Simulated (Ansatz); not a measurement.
# AlPH (quartet): from Hartree-Fock to the top rungs, def2-TZVPP

One table from this session's results is given with a row withheld; the runs are named, their logs left out.

Method: def2-TZVPP, core rule «outside noble gas», up to 10 orbitals frozen; program: Ansatz 0.2.0, Gaussian basis.

The runs, in order: UHF; ROHF; CCSD(T) on UHF.

## What is computed

The geometry is a PBE0/def2-TZVP stationary point (not a proven minimum).

3 atoms, charge 0, spin multiplicity 4.

Atoms are counted from 1 here; the program's logs count them from 0.

Bond lengths: Al1–P2 2.392 Å, P2–H3 1.430 Å. Angles: Al1–P2–H3 98.4°.

Set-up of the first run:

in.yaml

```yaml
crystal:
  periodic: [false, false, false]
  atoms:
    - {symbol: Al, position_ang: [0.000000, 0.034843, 1.300562]}
    - {symbol: P, position_ang: [0.000000, -0.073644, -1.088657]}
    - {symbol: H, position_ang: [0.000000, 1.330368, -1.360548]}
basis:
  gaussian: {orbitals: def2-TZVPP}
magnetization: {spin_polarized: true, initial_magnetization: 3}
hamiltonian: {xc: hf}
output: {orbitals: {seedname: orbitals}}
```

Started as:

```sh
ansatz run in.yaml --threads 1 --pin off --events-out ev --progress --plain --max-ram 2816MiB --backend cpu
```

Among the steps run: UHF; ROHF; CCSD(T) on UHF.

One table of the session follows, with a row left open; its other results are not shown here.

It belongs to the step «Misses and costs». 

```
  method  from UCCSD(T) (kJ/mol)
    ROHF                  +547.5
     UHF                       ?
    UMP2                  +109.9
   UCCSD                   +25.1
UCCSD(T)                       0
```

Q: Estimate the row for UHF from the others.

As computed: from UCCSD(T) (kJ/mol): +529.1. In the column «from UCCSD(T) (kJ/mol)» it lies between UMP2 (+109.9) and ROHF (+547.5).

With the free atoms at the same levels and basis (separate runs), the atomisation energy is 3.626 eV at UCCSD(T), 2.333 eV at ROHF.
